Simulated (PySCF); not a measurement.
# A diatomic session: NaCl

An exercise on one series of results from a longer session: the logs are not shown, and one member is left open.

Computed with PySCF 2.14.0. Level: Na def2-SVPD, Cl def2-SVPD, no relativity.

The first run:

The job is set up so:

```
atoms                         : Na, Cl
charge                        : 0
basis                         : Na def2-SVPD, Cl def2-SVPD
Hamiltonian                   : no relativity
basis functions               : 45
electrons treated             : 28
masses in u                   : 22.9898, 34.9689
levels                        : PBE0, PBE, r²SCAN, r²SCAN0, PW91, LDA, LC-ωPBE, HF, MP2, SCS-MP2, CCSD, CCSD(T)
grid                          : 80 radial by 434 angular points
occupations                   : held fixed by the projection of orbital angular momentum
dissociation limit            : Na + Cl, each in its ground configuration
starting distance in angstrom : 2.545
values of 2S to try           : 0, 2
```

The run is started by

```
$ OMP_NUM_THREADS=1 python dia.py task.json out
```

Steps of the session up to this table: Set-up; The PBE0 curve of the state that the search chose; Excited determinants; PBE; r²SCAN; r²SCAN0 (hybrid meta-GGA); PW91 (GGA); LDA; LC-ωPBE (range-separated hybrid); RHF (mean field); Correlated methods on the Hartree–Fock reference.

One table of the session follows, with a row left open; its other results are not shown here.

It belongs to the step «The curves together». Energy (eV) from each level's lowest point:

| R (Å) | RHF | RHF-MP2 | RHF-SCS-MP2 | RHF-CCSD | RHF-CCSD(T) |
| --- | --- | --- | --- | --- | --- |
| 2.053 | 0.664 | 0.670 | 0.672 | n/a | n/a |
| 2.148 | 0.307 | 0.316 | 0.317 | 0.314 | 0.319 |
| 2.244 | 0.106 | 0.113 | 0.113 | 0.112 | 0.115 |
| 2.315 | 0.029 | 0.033 | 0.033 | 0.033 | 0.034 |
| 2.387 | 0.000 | 0.000 | 0.000 | 0.000 | 0.000 |
| 2.459 | 0.007 | 0.002 | 0.002 | 0.003 | 0.001 |
| 2.554 | 0.057 | 0.046 | 0.046 | 0.048 | 0.044 |
| 2.673 | ? | ? | ? | ? | ? |
| 2.817 | 0.335 | 0.306 | 0.306 | 0.310 | 0.301 |
| 3.008 | 0.590 | 0.550 | 0.551 | n/a | n/a |

**Question.** Estimate the row for R (Å) = 2.673.

Worked estimate for «RHF». A straight line through the neighbours (2.554, 0.057) and (2.817, 0.335) gives 0.057 + (0.335 − 0.057) × (2.673 − 2.554) / (2.817 − 2.554) = 0.183; a parabola fitted to 4 rows on both sides gives 0.171.

**Answer.** RHF: 0.166; RHF-MP2: 0.146; RHF-SCS-MP2: 0.146; RHF-CCSD: 0.149; RHF-CCSD(T): 0.142. In «RHF» the line misses by +0.017 and the parabola by +0.005.
